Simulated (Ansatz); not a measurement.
Write a Python script for the Python package of Ansatz (0.2.0) that makes a single point from an input written key by key of C4H5FO, SMILES CC(=C=O)CF. Settings: MP2, def2-SVP basis, multiplicity 1.

The script reads `c4h5fo.yaml`:
```yaml
crystal:
  periodic: [false, false, false]
  atoms:
    - { symbol: C, position_ang: [-0.0179, 1.3201, 0.239] }
    - { symbol: C, position_ang: [0.3466, -0.1008, -0.0642] }
    - { symbol: C, position_ang: [1.568, -0.4699, -0.3175] }
    - { symbol: O, position_ang: [2.6667, -0.8103, -0.5561] }
    - { symbol: C, position_ang: [-0.7847, -1.0755, -0.1079] }
    - { symbol: F, position_ang: [-1.6467, -0.8536, 0.9221] }
    - { symbol: H, position_ang: [-0.4236, 1.4032, 1.2524] }
    - { symbol: H, position_ang: [0.8502, 1.9847, 0.1702] }
    - { symbol: H, position_ang: [-0.7718, 1.6807, -0.4682] }
    - { symbol: H, position_ang: [-0.4397, -2.1114, -0.0293] }
    - { symbol: H, position_ang: [-1.3472, -0.9672, -1.0404] }
basis:
  gaussian: { orbitals: def2-SVP }
correlation:
  method: mp2
```

`c4h5fo.py`:
```python
'''Run C4H5FO from an input written out key by key.'''

import ansatz as az

session = az.Session.from_deck('c4h5fo.yaml')
report = session.plan(threads=1).execute().report

for key in ('converged', 'free_energy_ev', 'reference_energy_ev', 'n_frozen', 'n_occupied', 'n_virtual'):
    print(f'{key:22s} {report[key]}')
symbols = ['C', 'C', 'C', 'O', 'C', 'F', 'H', 'H', 'H', 'H', 'H']
print('correlation energy', round(report['free_energy_ev'] - report['reference_energy_ev'], 5), 'eV')
cluster = report['correlation'].get('coupled_cluster')
if cluster:
    print('cycles', cluster['cycles'], ' T1 diagnostic', round(cluster['t1_diagnostic'], 4), ' largest double', round(cluster['largest_double'], 4))
```

Running `python c4h5fo.py` prints:
```text
converged              True
free_energy_ev         -8960.275346514105
reference_energy_ev    -8935.876817953227
n_frozen               6
n_occupied             [17, 17]
n_virtual              [86, 86]
correlation energy -24.39853 eV
```

Total energies depend on the basis set; only differences at equal settings carry meaning. The geometry is a force-field or estimated start, not a minimum of this method, and the basis set is short of its limit. Wall time of the script: 2.1 s on 1 thread of Arm Neoverse V1, on a shared host, peak memory 0.23 GiB.
